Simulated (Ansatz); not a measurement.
Input for Ansatz (development build ahead of 0.2.0):

```yaml
crystal:
  periodic: [false, false, false]
  atoms:
    - { symbol: Na, position_ang: [0.0, 0.0, 0.0] }
    - { symbol: H, position_ang: [3.4353, 0.0, 0.0] }
    - { symbol: H, position_ang: [-3.4353, 0.0, 0.0] }
basis:
  gaussian: { orbitals: STO-3G }
magnetization:
  initial_magnetization: 1
hamiltonian:
  xc: hf
correlation:
  method: fci
  frozen_orbitals: { H: 0, Na: 1 }
```

The input is written out in the form of the current development build from the run's settings.

The run gave:

```json
{
 "Converged": "yes",
 "Total energy": "-160.65509 hartree",
 "State": "lowest doublet root, of any spatial symmetry"
}
```
